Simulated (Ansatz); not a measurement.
`[F][AlH][SH]`. Total charge 0; spin multiplicity 1.

Z-matrix (Å, degrees):
```
Al
F 1 1.645
S 1 2.169 2 116.3
H 1 1.569 2 119.8 3 180.0
H 3 1.345 1 91.6 2 179.9
```

List the harmonic frequencies (cm⁻¹, unscaled) at PBE0-D4/def2-TZVP in Ansatz. (Best estimate.)

Ansatz gave: 185, 274, 471, 483, 632, 686, 855, 1989, 2704.

Is this a minimum?

Yes, all 9 modes are real.

Give the ideal-gas thermochemistry at 298.15 K and 1 bar (rigid rotor, harmonic oscillator; point group Cs, symmetry number 1).

Zero-point energy 49.5 kJ/mol; H(298) − E = 64.3 kJ/mol; entropy 292.4 J/(mol·K), of which translation 163.5, rotation 103.0, vibration 25.9; G(298) − E = -22.9 kJ/mol.

And at 400, 500, 600, 800 and 1000 K?


```csv
T (K),H − E (kJ/mol),S (J/mol/K),G − E (kJ/mol)
400,71.8,313.9,-53.8
500,79.7,331.7,-86.1
600,88.2,347.0,-120.0
800,106.0,372.6,-192.1
1000,124.7,393.5,-268.8
```
